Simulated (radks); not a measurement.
# P⁴⁺ in [Ne] 3s1: an all-electron calculation

An exercise on one series of results from a longer session: the logs are not shown, and one member is left open.

Program: radks (a radial shooting solver on a logarithmic mesh, Libxc functionals) version 1. Level of theory: Dirac Kohn-Sham, PBE, spin-unpolarised, spherical densities, point nucleus. These are calculated values, not measurements, unless marked.

**The system**

```
element       : phosphorus (Z = 15)
charge        : +4
electrons     : 11
configuration : [Ne] 3s1
```

The outer shells:

P⁴⁺
```
[Ne] core
3s [↑ ]
```

Set-up of the first run:

The run's settings:

```text
Z 15
configuration [Ne] 3s1 3p0 4s0
relativity Dirac
functional pbe,pbe
spin unpolarised
j_filling energy
nucleus point
c 137.035999084
```

Run with:

```
$ python run_ks.py task.json out
```

All runs below come from this command, one after another.

Steps of the session up to this table: Self-consistent calculation.

One table of the session follows, with a row left open; its other results are not shown here.

It belongs to the step «Shells». From the orbitals of this run (lengths in bohr):

```
level     <r>  outermost maximum (interpolated)  90 % within  nodes
1s1/2  0.1036                            0.0676        0.185      0
2s1/2  0.5170                             0.418        0.812      1
2p1/2       ?                                 ?            ?      ?
2p3/2  0.4818                             0.353        0.804      0
3s1/2   1.598                              1.43         2.35      2
3p1/2   1.726                              1.53         2.58      1
3p3/2   1.730                              1.53         2.59      1
4s1/2   3.347                              3.26         4.76      3
```

Q: Estimate the row for 2p1/2 from the others.

**Answer.** <r>: 0.4796; outermost maximum (interpolated): 0.352; 90 % within: 0.801; nodes: 0. In the column «<r>» it lies between 1s1/2 (0.1036) and 2p3/2 (0.4818).

Caveats from the session: Spin polarisation and multiplet splitting are left out.
